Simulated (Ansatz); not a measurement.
Geometry optimisation, RKS PBE0-D4/def2-SVPD in Ansatz 0.2.0.

Input file:

```yaml
crystal:
  periodic: [false, false, false]
  atoms:
    - { symbol: Si, position_ang: [0.0, 0.0, 0.0] }
    - { symbol: F, position_ang: [0.9996, 0.0, 1.4848] }
    - { symbol: H, position_ang: [1.6189, 0.0, 0.3673] }
    - { symbol: H, position_ang: [-0.6877, 1.1914, -0.4862] }
    - { symbol: H, position_ang: [-0.6877, -1.1914, -0.4862] }
basis:
  gaussian: { orbitals: def2-SVPD }
hamiltonian:
  xc: pbe0
  dispersion: d4
relax:
  f_tol: 0.15
  max_steps: 25
  restrain:
    - { distance: [1, 2], at: 2.12, k: 30.0 }
    - { distance: [0, 1], at: 1.59, k: 30.0 }
    - { distance: [0, 2], at: 1.46, k: 30.0 }
```

Run as:

```bash
$ ansatz run input.yaml --threads 1 --pin off --max-ram 2048MiB --backend cpu --events-out ev --progress --plain --runs-dir out
```

Task: Where does it end, and by what steps?

Result: It converged. The restraints hold the end off the free minimum. After 4 steps the energy has fallen by 3.882 eV (the restraints' own energy left out); H3 moved furthest, 0.55 Å.

```tsv
step	energy less start (eV)	largest force component (eV/Å)	accepted
0	0.0000	4.216	yes
1	-1.9381	3.398	yes
2	-3.1550	2.154	yes
3	-3.8559	1.277	yes
4	-3.8818	1.879	yes
```

```xyz
5
Properties=species:S:1:pos:R:3
Si 0.201 0.000 0.078
F 0.486 0.000 1.658
H 1.631 0.000 -0.186
H -0.538 1.223 -0.335
H -0.538 -1.223 -0.335
```

Run time: 7.7 s on 1 thread of Arm Neoverse V1, with other jobs on the host, peak memory 0.11 GiB.
